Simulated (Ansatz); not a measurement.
Reaction (SMILES): [NH2] (NH2) → 2 H atom + N atom
B3LYP-D3(BJ)/def2-TZVP geometries, fixed; electronic energies without zero-point terms.

Energies in hartree at r2SCAN with Ansatz (an electronic-structure program); the atomisation energy is their sum with the coefficients shown, times 627.509 kcal/mol a hartree. All functions are spherical. Open shells are unrestricted. No added dispersion term, no relativity.

| species | coefficient | part | aug-cc-pVDZ | aug-cc-pVTZ | aug-cc-pVQZ |
|---|---|---|---|---|---|
| [NH2] (NH2) | -1 | r2SCAN | -55.85763 | -55.87227 | -55.87574 |
| H atom | +2 | r2SCAN | -0.49947 | -0.50000 | -0.50012 |
| N atom | +1 | r2SCAN | -54.57118 | -54.57979 | -54.58266 |

### Question
Predict the atomisation energy in aug-cc-pV5Z (X = 5): let each r2SCAN step shrink by the ratio of the last two. Compare with the run.

### Answer

- [NH2] (NH2): steps -0.01464 and -0.00347, ratio 0.237, so r2SCAN -55.87656 (run: -55.87691).
- H atom: steps -0.00053 and -0.00012, ratio 0.226, so r2SCAN -0.50015 (run: -0.50017).
- N atom: steps -0.00861 and -0.00287, ratio 0.333, so r2SCAN -54.58362 (run: -54.58349).
Predicted 183.63 kcal/mol; the run in aug-cc-pV5Z gives 183.91, a miss of -0.28. Keeping the value in aug-cc-pVQZ, 183.76, would miss by -0.15. All sums are of the energies as printed.
